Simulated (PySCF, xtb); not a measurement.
C3H8O, SMILES CCOC. One conformer was computed; it need not be the lowest.

Harmonic wavenumbers (cm⁻¹) from GFN2-xTB (xtb 6.7.1) at its own minimum, in rising order: 104, 183, 244, 366, 466, 825, 887, 1021, 1075, 1102, 1132, 1139, 1200, 1284, 1342, 1398, 1407, 1464, 1473, 1486, 1496, 1500, 2854, 2897, 2925, 2967, 3024, 3039, 3046, 3048.

### Question
What does B3LYP-D3(BJ)/def2-SVP (PySCF) give at its own minimum? (An estimate is asked for; the answer gives what the named calculation found.)

### Answer
100, 204, 253, 381, 465, 804, 862, 1011, 1090, 1140, 1176, 1212, 1235, 1330, 1378, 1410, 1455, 1457, 1467, 1473, 1482, 1498, 2956, 2965, 3017, 3033, 3076, 3115, 3116, 3122. Paired by order, the mean absolute difference is 36 cm⁻¹ and the zero-point energies are 66.3 and 67.6 kcal/mol.
